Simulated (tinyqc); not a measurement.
Inside a calculation. Method: UHF in the sto-6g basis, for NH, spin multiplicity 3. This run ends on a higher stationary point, not on the lowest solution. One step of it, computed by the program tinyqc.

Question. Iteration 3: building the Fock matrix. J_ij = sum D_kl (ij|kl) with D = D(alpha) + D(beta), K_ij = sum D_kl (ik|jl) for each spin; F = H + J - K(s); E = tr D H + tr D J / 2 - 0.5 sum_s tr D(s) K(s) + E_nn.

D(alpha) after iteration 2, order 1N 1s, 1N 2s, 1N 2px, 1N 2py, 1N 2pz, 2H 1s:
$$\begin{pmatrix}
1.055634 & -0.243222 & 0.000000 & 0.000000 & 0.017422 & 0.007493 \\
-0.243222 & 1.065484 & 0.000000 & 0.000000 & -0.096227 & -0.061710 \\
0.000000 & 0.000000 & 1.000000 & 0.000000 & 0.000000 & 0.000000 \\
0.000000 & 0.000000 & 0.000000 & 1.000000 & 0.000000 & 0.000000 \\
0.017422 & -0.096227 & 0.000000 & 0.000000 & 0.478381 & 0.415027 \\
0.007493 & -0.061710 & 0.000000 & 0.000000 & 0.415027 & 0.360523
\end{pmatrix}$$

D(beta) after iteration 2, order 1N 1s, 1N 2s, 1N 2px, 1N 2py, 1N 2pz, 2H 1s:
$$\begin{pmatrix}
1.055631 & -0.243406 & 0.000000 & 0.000000 & 0.021182 & 0.011542 \\
-0.243406 & 1.067659 & 0.000000 & 0.000000 & -0.112590 & -0.089428 \\
0.000000 & 0.000000 & 0.000000 & 0.000000 & 0.000000 & 0.000000 \\
0.000000 & 0.000000 & 0.000000 & 0.000000 & 0.000000 & 0.000000 \\
0.021182 & -0.112590 & 0.000000 & 0.000000 & 0.295909 & 0.404257 \\
0.011542 & -0.089428 & 0.000000 & 0.000000 & 0.404257 & 0.556329
\end{pmatrix}$$

core Hamiltonian H = T + V (hartree), order 1N 1s, 1N 2s, 1N 2px, 1N 2py, 1N 2pz, 2H 1s:
$$\begin{pmatrix}
-24.760921 & -5.400098 & 0.000000 & 0.000000 & -0.006431 & -0.340764 \\
-5.400098 & -6.515985 & 0.000000 & 0.000000 & -0.077234 & -0.987759 \\
0.000000 & 0.000000 & -5.234128 & 0.000000 & 0.000000 & 0.000000 \\
0.000000 & 0.000000 & 0.000000 & -5.234128 & 0.000000 & 0.000000 \\
-0.006431 & -0.077234 & 0.000000 & 0.000000 & -5.273614 & -0.906695 \\
-0.340764 & -0.987759 & 0.000000 & 0.000000 & -0.906695 & -2.732850
\end{pmatrix}$$

Two-electron integrals (ij|kl) in chemists' order, unique and non-zero (hartree):
```
(11|11) 4.168742   (21|11) 0.583648   (21|21) 0.104114   (22|11) 0.968487
(22|21) 0.214450   (22|22) 0.708398   (31|31) 0.022075   (32|31) 0.033611
(32|32) 0.156576   (33|11) 0.968488   (33|21) 0.214450   (33|22) 0.708398
(33|33) 0.763241   (41|41) 0.022075   (42|41) 0.033611   (42|42) 0.156576
(43|43) 0.041133   (44|11) 0.968488   (44|21) 0.214450   (44|22) 0.708398
(44|33) 0.680975   (44|44) 0.763241   (51|51) 0.022075   (52|51) 0.033611
(52|52) 0.156576   (53|53) 0.041133   (54|54) 0.041133   (55|11) 0.968488
(55|21) 0.214450   (55|22) 0.708398   (55|33) 0.680975   (55|44) 0.680975
(55|55) 0.763241   (61|11) 0.038641   (61|21) 0.006624   (61|22) 0.013406
(61|33) 0.013371   (61|44) 0.013371   (61|51) 0.000372   (61|52) 0.000740
(61|55) 0.013475   (61|61) 0.000431   (62|11) 0.122900   (62|21) 0.027730
(62|22) 0.105110   (62|33) 0.102855   (62|44) 0.102855   (62|51) 0.002465
(62|52) 0.020071   (62|55) 0.109620   (62|61) 0.001798   (62|62) 0.022862
(63|31) 0.002589   (63|32) 0.015666   (63|53) 0.003771   (63|63) 0.002526
(64|41) 0.002589   (64|42) 0.015666   (64|54) 0.003771   (64|64) 0.002526
(65|11) 0.111598   (65|21) 0.025464   (65|22) 0.102179   (65|33) 0.097779
(65|44) 0.097779   (65|51) 0.004428   (65|52) 0.032860   (65|55) 0.110980
(65|61) 0.001706   (65|62) 0.026540   (65|65) 0.032780   (66|11) 0.323074
(66|21) 0.074086   (66|22) 0.320367   (66|33) 0.309210   (66|44) 0.309210
(66|51) 0.006291   (66|52) 0.072610   (66|55) 0.342680   (66|61) 0.004811
(66|62) 0.099954   (66|65) 0.128459   (66|66) 0.774999
```

nuclear repulsion = 2.26697704 hartree

Give: Coulomb J; exchange K(alpha); exchange K(beta); F(alpha); F(beta); total energy of this density.

Answer.

Coulomb J (hartree), order 1N 1s, 1N 2s, 1N 2px, 1N 2py, 1N 2pz, 2H 1s:
$$\begin{pmatrix}
13.4295 & 2.2848 & 0.0000 & 0.0000 & 0.0000 & 0.1473 \\
2.2848 & 5.7423 & 0.0000 & 0.0000 & 0.0516 & 0.8674 \\
0.0000 & 0.0000 & 5.7318 & 0.0000 & 0.0000 & 0.0000 \\
0.0000 & 0.0000 & 0.0000 & 5.7318 & 0.0000 & 0.0000 \\
0.0000 & 0.0516 & 0.0000 & 0.0000 & 5.7635 & 0.8604 \\
0.1473 & 0.8674 & 0.0000 & 0.0000 & 0.8604 & 3.0383
\end{pmatrix}$$

exchange K(alpha) (hartree), order 1N 1s, 1N 2s, 1N 2px, 1N 2py, 1N 2pz, 2H 1s:
$$\begin{pmatrix}
4.2826 & 0.6674 & 0.0000 & 0.0000 & 0.0007 & 0.0482 \\
0.6674 & 1.1608 & 0.0000 & 0.0000 & -0.0175 & 0.2013 \\
0.0000 & 0.0000 & 1.0000 & 0.0000 & 0.0000 & 0.0000 \\
0.0000 & 0.0000 & 0.0000 & 1.0000 & 0.0000 & 0.0000 \\
0.0007 & -0.0175 & 0.0000 & 0.0000 & 0.7211 & 0.2643 \\
0.0482 & 0.2013 & 0.0000 & 0.0000 & 0.2643 & 0.4134
\end{pmatrix}$$

exchange K(beta) (hartree), order 1N 1s, 1N 2s, 1N 2px, 1N 2py, 1N 2pz, 2H 1s:
$$\begin{pmatrix}
4.2345 & 0.5941 & 0.0000 & 0.0000 & 0.0002 & 0.0423 \\
0.5941 & 0.8190 & 0.0000 & 0.0000 & -0.0304 & 0.1716 \\
0.0000 & 0.0000 & 0.1880 & 0.0000 & 0.0000 & 0.0000 \\
0.0000 & 0.0000 & 0.0000 & 0.1880 & 0.0000 & 0.0000 \\
0.0002 & -0.0304 & 0.0000 & 0.0000 & 0.5022 & 0.2527 \\
0.0423 & 0.1716 & 0.0000 & 0.0000 & 0.2527 & 0.5450
\end{pmatrix}$$

F(alpha) (hartree), order 1N 1s, 1N 2s, 1N 2px, 1N 2py, 1N 2pz, 2H 1s:
$$\begin{pmatrix}
-15.6141 & -3.7827 & 0.0000 & 0.0000 & -0.0071 & -0.2416 \\
-3.7827 & -1.9344 & 0.0000 & 0.0000 & -0.0081 & -0.3217 \\
0.0000 & 0.0000 & -0.5023 & 0.0000 & 0.0000 & 0.0000 \\
0.0000 & 0.0000 & 0.0000 & -0.5023 & 0.0000 & 0.0000 \\
-0.0071 & -0.0081 & 0.0000 & 0.0000 & -0.2313 & -0.3106 \\
-0.2416 & -0.3217 & 0.0000 & 0.0000 & -0.3106 & -0.1079
\end{pmatrix}$$

F(beta) (hartree), order 1N 1s, 1N 2s, 1N 2px, 1N 2py, 1N 2pz, 2H 1s:
$$\begin{pmatrix}
-15.5659 & -3.7093 & 0.0000 & 0.0000 & -0.0067 & -0.2357 \\
-3.7093 & -1.5926 & 0.0000 & 0.0000 & 0.0047 & -0.2920 \\
0.0000 & 0.0000 & 0.3096 & 0.0000 & 0.0000 & 0.0000 \\
0.0000 & 0.0000 & 0.0000 & 0.3096 & 0.0000 & 0.0000 \\
-0.0067 & 0.0047 & 0.0000 & 0.0000 & -0.0123 & -0.2990 \\
-0.2357 & -0.2920 & 0.0000 & 0.0000 & -0.2990 & -0.2396
\end{pmatrix}$$

total energy of this density = -54.675191 hartree
